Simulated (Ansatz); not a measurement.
Two shapes of singlet CHO2(-).

Shape 1:

```xyz
4

C    -0.0485   -0.0118   -0.3019
O     0.0361    1.1136    0.2359
O     0.0049   -1.0865    0.1864
H     0.0234    0.0141   -1.4312
```

Shape 2:

```xyz
4

C    -0.0042   -0.0088   -0.3075
O     0.0040    1.1261    0.2136
O    -0.0036   -1.1248    0.2126
H     0.0013   -0.0007   -1.4829
```

Basis set: STO-3G (spherical functions). Frozen core: 3 orbitals. Charge -1, multiplicity 1.

Computed with Ansatz (development build ahead of 0.2.0); each method stands on the lowest determinant of its kind that the runs found.

Q: Which shape is lower in energy, and by how much in each method?

A:

| method | E(2) − E(1) (eV) |
| --- | --- |
| RHF | -0.369 |
| RHF-MP2 | -0.546 |

Shape 2 is lower. Caution: no diffuse functions for an anion.
